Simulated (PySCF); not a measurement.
Geometries of 2 isomers of C6H4, from PySCF, PBE0-D3(BJ)/def2-SVP geometry optimisation, gas phase. One conformer each, no zero-point energy, no frequencies.

Task: Which is lower in electronic energy at this level?
A.
```xyz
10
angstrom
C      1.203    2.609    1.240
C      0.530    1.658    0.895
C     -0.286    0.569    0.501
C      0.200   -0.595    0.012
C     -0.617   -1.684   -0.382
C     -1.290   -2.634   -0.728
H      1.806    3.445    1.544
H     -1.369    0.695    0.605
H      1.283   -0.721   -0.093
H     -1.893   -3.470   -1.032
```
B.
```xyz
10
angstrom
C      2.728    0.283    0.344
C      1.686   -0.223   -0.027
C      0.479   -0.828   -0.465
C     -0.712   -0.211   -0.383
C     -1.531    0.907   -0.032
C     -2.128   -0.146   -0.568
H      3.649    0.727    0.671
H      0.524   -1.836   -0.886
H     -1.610    1.910    0.383
H     -3.050   -0.616   -0.905
```

Result: A. That is `C#C/C=C/C#C`, 12.8 kcal/mol below the other.

```csv
SMILES,atoms numbered as above,E (Eh),relative (kcal/mol),relative (kJ/mol),dipole (D)
C#C/C=C/C#C,[CH:1]#[C:2]/[CH:3]=[CH:4]/[C:5]#[CH:6],-230.43258,0.0,0.0,0.00
C#CC=C1C=C1,[CH:1]#[C:2][CH:3]=[C:4]1[CH:5]=[CH:6]1,-230.41221,12.8,53.5,3.42
```

As drawn, the higher has a three-membered ring, which the lower lacks.
